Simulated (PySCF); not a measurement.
# HF⁺ from Hartree–Fock to correlated methods

State: ²Π (doublet), unpaired electrons π ↑. Set-up: basis H aug-pcseg-1, F aug-pcseg-1; no relativity; PySCF 2.14. De refers to H⁺ + F in their high-spin ground configurations, without counterpoise correction. The functionals are run spin-unrestricted. A positive dipole points towards F; it is taken about the centre of mass and depends on that origin.

| Level | Re (Å) | ωe (cm⁻¹) | De (eV) | μ (D) | CPU s a point (SCF and correlation, without the integrals) |
| --- | --- | --- | --- | --- | --- |
| UHF | 0.988 | 3199 | 3.35 | -2.60 | 0.036 |
| UHF-MP2 | 1.012 | 2986 | 3.43 | n/a | 0.053 |
| UHF-SCS-MP2 | 1.011 | 2995 | 3.46 | n/a | n/a |
| UHF-CCSD | 1.012 | 2991 | 3.48 | n/a | n/a |
| UHF-CCSD(T) | 1.014 | 2970 | 3.48 | n/a | 0.54 |
| PBE | 1.034 | 2787 | 3.48 | -2.59 | 0.23 |
| BLYP | 1.040 | 2746 | 3.41 | -2.62 | 0.17 |
| r²SCAN | 1.021 | 2897 | 3.47 | -2.58 | 0.36 |
| M06-L | 1.023 | 2866 | 3.43 | -2.60 | 0.36 |
| TPSSh | 1.024 | 2887 | 3.52 | -2.58 | 0.41 |
| PBE0 | 1.017 | 2934 | 3.45 | -2.58 | 0.33 |

The bond length runs from 0.988 Å (UHF) to 1.040 Å (BLYP). De spans 3.35 eV (UHF, mean field) to 3.52 eV (TPSSh, hybrid meta-GGA). Correlation at CCSD(T) changes the Hartree–Fock bond energy by +0.13 eV; the triples alone change it by +0.00 eV.

Correlated steps freeze 1 core orbital. Correlated levels converge slowly with the basis: in double zeta they bind strong bonds too weakly, by up to about 1 eV, and carry superposition errors of some tenths. For an ion De counts to the pair picked by the measured ionisation energies or electron affinities, which need not be the lowest pair at this level. The state was picked by a PBE0 search and need not be the measured ground state.

The whole job (state search and all levels along the bond) took about 0.49 min on 1 thread of Arm Neoverse V1 (shared host), peak memory 0.37 GiB.
